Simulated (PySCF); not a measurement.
# SN at PBE0

Level: PBE0. basis S def2-TZVP, N def2-TZVP; no relativity; PySCF 2.14.

```
state                                          : ²Π (doublet), unpaired electrons π ↑
bond length                                    : 1.486 Å
harmonic wavenumber                            : 1293 cm⁻¹
force constant                                 : 9.59 mdyn/Å
rotational constant Be                         : 0.7844 cm⁻¹
anharmonicity ωexe                             : 7.18 cm⁻¹
vibration–rotation constant αe                 : 0.00557 cm⁻¹
well depth De to S + N                         : 4.86 eV
dissociation energy D0                         : 4.78 eV
bond order (Mayer)                             : 2.42
dipole moment (positive dipole means S(−)N(+)) : -1.84 D
```

The state is the lowest determinant that a PBE0 search found; another state may lie lower at other levels.
